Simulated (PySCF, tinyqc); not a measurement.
RKS/BP86 in the sto-3g basis, for CH2, spin multiplicity 1, step by step. The lowest restricted solution is unstable here: a spin-polarised one lies 0.0158 hartree lower (PySCF). Computed by tinyqc, a small Python program that keeps every step (integrals from PySCF). Settings: charge = 0, multiplicity = 1, basis = sto-3g, energy threshold = 1e-08, iteration cap = 83, orthogonalisation = canonical, start = Wolfsberg-Helmholz matrix, DIIS depth = 0, method = RKS, functional = b88,p86, grid = [20, 86]. Command: `OMP_NUM_THREADS=1 python tinyqc.py 20725 20726 out.jsonl` (the two numbers bound the seeds that draw the settings). One thread of a shared host (Intel(R) Xeon(R) Processor @ 2.60GHz), about 2 s of CPU time with the checks.

Geometry (angstrom):

| atom | x | y | z |
|---|---|---|---|
| C | 0.00000 | 0.00000 | 0.00000 |
| H | 0.00000 | 0.95600 | 0.72400 |
| H | 0.00000 | -1.01300 | 0.76700 |

Stop when the energy changes by less than 1e-08 hartree and every element of the error matrix X^T (F D S - S D F) X is below 3e-05.

Course of the cycle:

| iteration | E (hartree) | change | largest element of the error matrix |
|---|---|---|---|
| 1 | -38.3762324 | - | 4.87e-01 |
| 2 | -38.4505769 | -7.43e-02 | 3.98e-01 |
| 3 | -38.4391613 | 1.14e-02 | 4.57e-01 |
| 4 | -38.4304783 | 8.68e-03 | 4.20e-01 |
| 5 | -38.4205641 | 9.91e-03 | 4.79e-01 |
| 6 | -38.4142661 | 6.30e-03 | 4.36e-01 |
| 7 | -38.4061583 | 8.11e-03 | 4.96e-01 |
| 8 | -38.4020736 | 4.08e-03 | 4.47e-01 |
| 9 | -38.3954927 | 6.58e-03 | 5.08e-01 |
| 10 | -38.3932560 | 2.24e-03 | 4.55e-01 |
| 11 | -38.3878741 | 5.38e-03 | 5.16e-01 |
| 12 | -38.3870623 | 8.12e-04 | 4.60e-01 |
| 13 | -38.3825733 | 4.49e-03 | 5.22e-01 |
| 14 | -38.3828044 | -2.31e-04 | 4.64e-01 |
| ... | ... | ... | ... |
| 70 | -38.3269891 | 4.66e-02 | 4.01e-01 |
| 71 | -38.3735960 | -4.66e-02 | 4.42e-01 |
| 72 | -38.3270344 | 4.66e-02 | 4.01e-01 |
| 73 | -38.3736310 | -4.66e-02 | 4.42e-01 |
| 74 | -38.3270691 | 4.66e-02 | 4.01e-01 |
| 75 | -38.3736578 | -4.66e-02 | 4.41e-01 |
| 76 | -38.3270956 | 4.66e-02 | 4.01e-01 |
| 77 | -38.3736783 | -4.66e-02 | 4.41e-01 |
| 78 | -38.3271160 | 4.66e-02 | 4.01e-01 |
| 79 | -38.3736940 | -4.66e-02 | 4.41e-01 |
| 80 | -38.3271316 | 4.66e-02 | 4.01e-01 |
| 81 | -38.3737060 | -4.66e-02 | 4.41e-01 |
| 82 | -38.3271435 | 4.66e-02 | 4.00e-01 |
| 83 | -38.3737153 | -4.66e-02 | 4.41e-01 |

Can the last value be used, and what does the course show?

Not by the stop rule. Not converged within the cap of 83 iterations: the residual has stopped falling: the iteration swings between two states. Reruns (cap 100 unless said): DIIS 8: converged in 7; damping 0.5: converged in 26; level shift 0.5: converged in 15; atomic densities as start, DIIS 8: converged in 7; the original settings with a cap of 400: not converged. PySCF RKS in the same basis, fine grid = -38.6028365 hartree, which differs from a converged run on this coarse grid by the grid error.
